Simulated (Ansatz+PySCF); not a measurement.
Results of a calculation; reference values are marked as such.
A run of PySCF 2.14.0 on singlet AlNaH₂ at this shape:

```xyz
4

Na    0.0000    0.0000   -3.0000
H     1.3715    0.0000    0.8241
Al    0.0000    0.0000    0.0000
H    -1.3715    0.0000    0.8241
```

Its results:

* Converged: yes
* Reference energy: -404.85175 hartree
* CCSD correlation energy: -0.06250 hartree
* Triples correction: -0.00104 hartree
* Total energy: -404.91529 hartree
* Spin squared of the determinant: 0.000

Q: Which input gives this output? Name the method, the orbitals and the basis set, and write the input.

A: RHF-CCSD(T) in 6-31G. An unrestricted run that stays on the closed shell gives the same numbers.

```python
from pyscf import gto, scf, cc

mol = gto.M(atom="""
Na 0.000000 0.000000 -3.000000
H 1.371470 0.000000 0.824060
Al 0.000000 0.000000 0.000000
H -1.371470 0.000000 0.824060
""", basis='6-31g', charge=0, spin=0)
mf = scf.RHF(mol)
mf.kernel()
mycc = cc.CCSD(mf, frozen=10).run()
et = mycc.ccsd_t()
print(mf.e_tot, mycc.e_corr, et, mycc.e_tot + et)
```
